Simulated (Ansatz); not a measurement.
Consider the atomization: `[OH][AlH2]` → Al• + 3 H• + O•.

Program: Ansatz. Geometries: PBE0-D4/def2-TZVP. ΔE: electronic, gas phase. CCSD(T)/CBS is extrapolated from def2-TZVPP and def2-QZVPP, frozen cores. DFT in def2-TZVPP. Open shells (•) are unrestricted, without spin–orbit coupling. Spin–orbit coupling would lower the free atoms: a little for Al, O.

```
          level  ΔE (kJ/mol)
         r2SCAN       1524.7
     HF/CBS(cc)       1120.2
   CCSD/CBS(cc)       1521.1
CCSD(T)/CBS(cc)       1540.9
```

Problem. What does CCSD(T)/CBS give? (Best estimate.)

Solution. Computed: +1539.2 kJ/mol. The listed levels differ from it by -14.5, -419.0, -18.1, 1.7 kJ/mol.

Largest T1 diagnostic among the species: 0.018.

At CCSD(T), def2-SVP lies −111.9 kJ/mol from the extrapolated value and def2-TZVPP −42.6 kJ/mol: correlation converges slowly with the basis, and small sets miss more of it in the bonded molecule than in its fragments. In def2-TZVPP, CCSD(T) changes the Hartree–Fock value by +383.0 kJ/mol (the triples alone add +16.7 kJ/mol) and MP2 by +403.7 kJ/mol; breaking electron pairs costs correlation energy, which Hartree–Fock lacks. From PBE to PBE0 (25 % exact exchange), in def2-TZVPP and without D4, ΔE moves by −25.1 kJ/mol: exact exchange takes away binding that semilocal exchange gives to molecules.

CCSD(T)/CBS has its own doubt, a few kJ/mol and more with outer-core shells, so smaller differences from it don't rank the levels.
